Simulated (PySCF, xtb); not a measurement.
OSi, SMILES O=[Si] (connectivity only; charge and spin as stated), charge +1, multiplicity 2.

Harmonic wavenumbers (cm⁻¹) from GFN2-xTB (xtb) at its own minimum, in rising order: 1465.

What does PBE-D3(BJ)/def2-TZVPD (PySCF 2.14.0) give at its own minimum? (An estimate is asked for; the answer gives what the named calculation found.)

1148. Paired by order, the mean absolute difference is 317 cm⁻¹ and the zero-point energies are 2.1 and 1.6 kcal/mol.
